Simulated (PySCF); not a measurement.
# C3H4F2O: the cost of one run

Computed with PySCF 2.14.0, with density-fitted response routines of our own, on a single molecule in the gas phase. Atoms count from 0, in the outputs and in this text.

## 1. Starting geometry

10 atoms, charge 0, multiplicity 1; geometry from: GFN2-xTB. The atoms were then displaced at random by about 0.01 Å, so the start is not that level's minimum.

Bonds of the start (Å): F0–C1 1.38, C1–F2 1.34, C1–C3 1.48, C3–C4 1.50, C4–O5 1.41, O5–C3 1.42, C1–H6 1.10, C3–H7 1.08, C4–H8 1.05, C4–H9 1.09.

## 2. Optimising the geometry at PBE0-D3(BJ)/def2-SVP

What the job is given:

```
{"job": {"xc": "PBE0", "basis": "def2-SVP", "d3": "d3bj", "grid": 1, "shake": 0.01, "kind": "geom"}, "charge": 0, "multiplicity": 1}
F      1.497360    -1.278330    -0.541780
C      1.188730     0.026710    -0.208590
F      2.196820     0.443480     0.563330
C     -0.084960     0.102400     0.541000
C     -1.375960    -0.120330    -0.192320
O     -0.968500     1.161850     0.225190
H      1.196870     0.636640    -1.123770
H     -0.031710    -0.161700     1.590130
H     -1.344060    -0.296040    -1.229520
H     -2.224160    -0.535620     0.355260
```

Run with:

```console
$ OMP_NUM_THREADS=1 python probes_run.py task.json out
```

One launch serves the whole session: the jobs run in the order shown.

**Question.** How long does this first job take on 1 thread of Arm Neoverse N1, shared host, and how much memory does it need?

About 55 s, with a peak of 0.43 GiB.
